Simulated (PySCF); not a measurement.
Species: bicyclopropyl, C6H10.
Bonds: C1–C2, C2–C3, C3–C4, C4–C5, C5–C6, C1–C3, C4–C6. Hydrogens: H7, H8 on C1; H9, H10 on C2; H11 on C3; H12 on C4; H13, H14 on C5; H15, H16 on C6.

The same species was optimised twice, with GFN2-xTB and with PBE0-D3(BJ)/def2-SVP (PySCF), and the same property calculations (PySCF, gas phase) were run on both structures.

```csv
coordinate,GFN2-xTB,PBE0-D3(BJ)/def2-SVP,change
C1–C2 (Å),1.498,1.501,+0.003
C5–C6 (Å),1.498,1.501,+0.003
C2–C3 (Å),1.501,1.500,-0.001
C4–C5 (Å),1.501,1.501,0.000
C4–C6 (Å),1.501,1.500,-0.001
C1–C3 (Å),1.501,1.501,0.000
C3–C4 (Å),1.493,1.493,0.000
C1–C3–C4 (°),119.8,120.5,+0.7
C3–C4–C5 (°),119.8,120.5,+0.7
C3–C4–C6 (°),119.8,120.4,+0.6
C2–C3–C4 (°),119.8,120.4,+0.6
C1–C3–C2 (°),59.9,60.0,+0.1
C5–C4–C6 (°),59.9,60.0,+0.1
C2–C1–C3 (°),60.1,60.0,-0.1
C4–C5–C6 (°),60.1,60.0,-0.1
C2–C3–C4–C5 (°),110,109,-1
```

Rotational constants: A = 9297, B = 2275, C = 2044 MHz (GFN2-xTB) against A = 9234, B = 2262, C = 2032 MHz (PBE0-D3(BJ)/def2-SVP). Point groups within 0.08 Å: C2h and C2h.

On the GFN2-xTB structure: lowest singlet, TDDFT (eV) 7.40 [CAM-B3LYP/def2-SVPD]; lowest triplet, Tamm–Dancoff (eV) 7.28 [CAM-B3LYP/def2-SVPD]; isotropic polarisability (au) 66.9 [CAM-B3LYP/def2-SVPD]; HOMO (eV) -8.61 [CAM-B3LYP/def2-SVPD]; LUMO (eV) 1.67 [CAM-B3LYP/def2-SVPD]; HOMO (eV) -7.24 [PBE0/pcSseg-1]; LUMO (eV) 1.57 [PBE0/pcSseg-1]; GIAO shielding of C1/C2/C5/C6 (mean) (ppm) 180.6 [PBE0/pcSseg-1]; GIAO shielding of C3/C4 (mean) (ppm) 168.5 [PBE0/pcSseg-1].

**Question.** What do these properties become on the PBE0-D3(BJ)/def2-SVP structure?

**Answer.** 
| property | level | on GFN2-xTB | on PBE0-D3(BJ)/def2-SVP | change |
| --- | --- | --- | --- | --- |
| lowest singlet, TDDFT (eV) | CAM-B3LYP/def2-SVPD | 7.40 | 7.36 | -0.04 |
| lowest triplet, Tamm–Dancoff (eV) | CAM-B3LYP/def2-SVPD | 7.28 | 7.23 | -0.05 |
| isotropic polarisability (au) | CAM-B3LYP/def2-SVPD | 66.9 | 68.0 | +1.1 |
| HOMO (eV) | CAM-B3LYP/def2-SVPD | -8.61 | -8.62 | -0.01 |
| LUMO (eV) | CAM-B3LYP/def2-SVPD | 1.67 | 1.66 | -0.01 |
| energy, GFN2-xTB geometry as zero (kcal/mol) | CAM-B3LYP/def2-SVPD | 0.0 | -0.5 | -0.5 |
| HOMO (eV) | PBE0/pcSseg-1 | -7.24 | -7.26 | -0.02 |
| LUMO (eV) | PBE0/pcSseg-1 | 1.57 | 1.49 | -0.08 |
| energy, GFN2-xTB geometry as zero (kcal/mol) | PBE0/pcSseg-1 | 0.0 | -0.2 | -0.2 |
| GIAO shielding of C1/C2/C5/C6 (mean) (ppm) | PBE0/pcSseg-1 | 180.6 | 178.5 | -2.1 |
| GIAO shielding of C3/C4 (mean) (ppm) | PBE0/pcSseg-1 | 168.5 | 167.3 | -1.2 |

The heavy atoms differ by 0.006 Å rms after alignment. Among bonds between heavy atoms C1–C2 and C5–C6 change most and about equally (+0.003 Å). Changes are differences of the printed values. Neither structure is proved a minimum here.

The values belong to the conformer `[CH2:1]1[CH2:2][CH:3]1[CH:4]1[CH2:5][CH2:6]1`: C2–C3–C4–C5 109°.
